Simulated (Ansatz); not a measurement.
# CH5AlSi (SMILES [AlH2][CH]=[SiH2]): single points off equilibrium

An exercise on one series of results from a longer session: the logs are not shown, and one member is left open.

The runs use Ansatz 0.2.0, Gaussian basis; single points in def2-TZVPP.

Cores are frozen in the correlated methods.

### The system as given

8 atoms, charge 0, spin multiplicity 1.

Atoms are counted from 1 here; the program's logs count them from 0.

Bond lengths: Al1–C2 1.950 Å, Al1–H4 1.538 Å, Al1–H5 1.519 Å, C2–Si3 1.744 Å, C2–H6 1.143 Å, Si3–H7 1.470 Å, Si3–H8 1.456 Å. Angles: C2–Al1–H4 125.0°, C2–Al1–H5 124.7°, H4–Al1–H5 110.2°, Al1–C2–Si3 132.0°, Al1–C2–H6 111.1°, Si3–C2–H6 116.9°, C2–Si3–H7 125.6°, C2–Si3–H8 126.4°, H7–Si3–H8 108.0°.

Coordinates:

```xyz
8

Al   -1.4954    0.6886   -0.5458
C     0.3289    0.4832    0.1112
Si    1.2925   -0.9284    0.4594
H    -2.4547   -0.4701   -0.8649
H    -2.1746    2.0207   -0.8127
H     0.8238    1.5000    0.2744
H     2.6855   -0.9193    0.9275
H     0.8735   -2.3161    0.3183
```

Set-up of the first run:

Input file run/in.yaml:

```yaml
crystal:
  periodic: [false, false, false]
  atoms:
    - {symbol: Al, position_ang: [-1.495400, 0.688600, -0.545800]}
    - {symbol: C, position_ang: [0.328900, 0.483200, 0.111200]}
    - {symbol: Si, position_ang: [1.292500, -0.928400, 0.459400]}
    - {symbol: H, position_ang: [-2.454700, -0.470100, -0.864900]}
    - {symbol: H, position_ang: [-2.174600, 2.020700, -0.812700]}
    - {symbol: H, position_ang: [0.823800, 1.500000, 0.274400]}
    - {symbol: H, position_ang: [2.685500, -0.919300, 0.927500]}
    - {symbol: H, position_ang: [0.873500, -2.316100, 0.318300]}
basis:
  gaussian: {orbitals: def2-TZVPP}
correlation: {method: ccsd_t}
output: {forces: true}
```

The command line of these runs was not kept.

Steps of the session up to this table: CCSD(T)/def2-TZVPP; PBE0-D4/def2-TZVPP; wB97M-V/def2-TZVPP; r2SCAN-D4/def2-TZVPP; PBE-D4/def2-TZVPP; HSE06-D4/def2-TZVPP; revPBE-D4/def2-TZVPP.

One of the session's tables, all rows but one given; the rest of the session is left out.

```
   method  RMS force component (eV/Å)  angle to CCSD(T) forces (°)  dipole (D)
  CCSD(T)                       0.557                    reference        1.97
  PBE0-D4                       0.624                         12.3        2.16
  wB97M-V                       0.602                         16.2        2.24
r2SCAN-D4                       0.594                          9.6        2.11
   PBE-D4                       0.588                         11.7        2.04
 HSE06-D4                           ?                            ?           ?
revPBE-D4                       0.584                         11.5        2.03
```

Estimate the missing values for HSE06-D4.

As computed: RMS force component (eV/Å): 0.621; angle to CCSD(T) forces (°): 11.8; dipole (D): 2.16. In the column «RMS force component (eV/Å)» it lies between wB97M-V (0.602) and PBE0-D4 (0.624).
